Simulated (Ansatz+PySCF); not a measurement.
## doublet C₂H₃: levels of theory in one basis

```xyz
5

H     0.9043    1.2548   -2.1903
H     0.9027   -1.2037   -2.1926
H    -0.9356   -1.2161   -2.1956
C    -0.0101    0.6844   -2.2040
C    -0.0177   -0.6344   -2.1980
```

Basis set: cc-pVTZ (spherical functions). Frozen core: 2 orbitals. Correlation on ROHF uses semicanonical orbitals with singles. Charge 0, multiplicity 2.

Computed with Ansatz (development build ahead of 0.2.0); each method stands on the lowest determinant of its kind that the runs found.

```csv
method,E − E(ROHF) (eV),<S²> of the determinant
ROHF,0.00,0.75
UHF,-0.23,0.97
UHF-MP2,-7.94,0.97
```

**Question.** What does ROHF-MP2 give on the same scale?

**Answer.** -8.19 eV.

Caution for UHF, UHF-MP2: the unrestricted determinant is spin contaminated. Caution for ROHF-MP2, UHF-MP2: forces differ strongly between restricted and unrestricted references.
